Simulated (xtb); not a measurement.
A geometry relaxed with GFN2-xTB in xtb, charge 0, multiplicity 1:

```xyz
6

H     -1.0812    -0.6095    -0.5272
H     -0.6307     1.0327    -0.0196
H     -0.3964    -0.3433     1.0907
C     -0.3596    -0.0270     0.0425
H      1.5687     0.2236    -0.0540
O      0.8992    -0.2764    -0.5324
```

Question: Write the SMILES of this molecule.

Answer: `CO`
